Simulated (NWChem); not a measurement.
hydrogen isocyanide (CHN); SMILES [C-]#[NH+]

All runs: NWChem. Coordinates come from a PBE-D3(BJ)/def2-SVP optimisation. Ions are spin-unrestricted doublets at the neutral geometry; other ion states weren't tried. Functional: LC-ωPBE (HJS hole) with def2-SVP; rows give the range parameter ω in 1/bohr.

| range parameter (1/bohr) | −ε(HOMO) (eV) |
|---|---|
| 0.05 | 8.02 |
| 0.10 | (withheld) |
| 0.40 | 12.02 |
| 0.50 | 12.62 |
| 0.60 | 13.05 |

### Question
What belongs in the gaps?

### Answer

- 0.10, −ε(HOMO) (eV): 8.77
